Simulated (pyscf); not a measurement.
This saddle point was located with ωB97X-D3(BJ)/def2-SVP in PySCF.

```
Si
N 1 1.6888
H 2 1.0123 1 121.37
H 2 1.0127 3 115.51 1 -176.43
F 1 1.8286 2 88.78 3 171.08
H 5 1.2597 1 88.58 2 -125.84
Cl 6 1.4474 5 136.64 1 1.20
Cl 1 2.0526 2 125.91 3 -98.95
Cl 1 2.0852 2 98.56 3 10.12
```

Surface: singlet, charge 0. Lowest wavenumbers (cm⁻¹): 625i, 71, 138, 207, 231.

Q: Which two sides does it connect, and which bonds change?

A: `[NH2][Si]([Cl])([Cl])[Cl]` + `[FH]` ⇌ `[NH2][Si]([F])([Cl])[Cl]` + `[ClH]`, a four-centre exchange read from left to right: Cl–Si, F–H broken and F–Si, Cl–H formed. At ωB97M-D3(BJ)/def2-TZVP it lies +95.5 kJ/mol from the left side and +150.1 kJ/mol from the right (each side as separated species at their lowest minima found). On the reactant side the descent ends in a complex, 22.7 kJ/mol under the separated species and 122.1 kJ/mol under the saddle at ωB97X-D3(BJ)/def2-TZVP. One saddle was located; it need not be the lowest between these sides.
